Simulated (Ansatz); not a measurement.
Basis-set extrapolation for H$_{3}$O+ (`[OH3+]`) (PBE0-D4/def2-TZVP geometry, frozen core, Ansatz 0.2.0). Multiplicity 1, RHF reference.

|  | def2-TZVPP | def2-QZVPP |
| --- | --- | --- |
| HF | -76.343091 | -76.346669 |
| MP2 correlation | -0.255182 | -0.275262 |
| CCSD(T) correlation | -0.270642 | -0.289339 |

Energies in hartree. Use E(X) = E(∞) + A·exp(−7.88·√X) for Hartree–Fock and E(X) = E(∞) + B·X^(−2.97) for correlation, with X = 3 and 4.

Question: What is the CCSD(T) energy at the basis-set limit?

Answer: HF limit: -76.346669 + (-0.003578) × 0.13774 = -76.34716. Correlation limit: -0.289339 + (-0.018697) × 0.74074 = -0.30319. Total: -76.65035 hartree, 1.00 eV below CCSD(T)/def2-TZVPP.
